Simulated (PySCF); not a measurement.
**2 SH₃⁺ → H₂S⁺ + SH₄⁺**

Level: PBE0 in the def2-TZVP basis family, all electrons, no relativity, computed in PySCF with density fitting; open shells unrestricted.

```
species                                                                            state and structure      E (Eh)  ZPE (kJ/mol)  H(298 K) − H(0) (kJ/mol)  S° (J/(mol K))
   SH₃⁺                                               singlet, C3v, S–H 1.357 Å (×3); H–S–H 94.1° (×3)  -399.54121          68.1                      10.1           209.2
   H₂S⁺                                                    doublet, C2v, S–H 1.363 Å (×2); H–S–H 92.9°  -398.88193          38.1                      10.0           211.9
   SH₄⁺  doublet, C2v, S–H 1.353 Å (×2), S–H 1.500 Å (×2); H–S–H 90.8° (×4), H–S–H 97.5°, H–S–H 177.6°  -400.03972          78.5                      10.6           225.4
```

Q: What is the electronic reaction energy?

A: At PBE0/def2-TZVP, ΔE = 422.1 kJ/mol from the differences of the total energies times 2625.5, uphill. The bond broken in SH₃⁺ is stronger than the one that a second molecule gains.

Q: Add zero-point, thermal and entropy terms for 298.15 K and 1 bar.

A: ΔZPE = -19.6 and Δ[H(298) − H(0)] = 0.4 kJ/mol give ΔH° = 402.9 kJ/mol. ΔS° = 18.9 J/(mol K), so ΔG° = 402.9 − 298.15 × (0.0189) = 397 kJ/mol.

Each species is the lowest minimum found with this bonding; other isomers or fragments can lie lower.
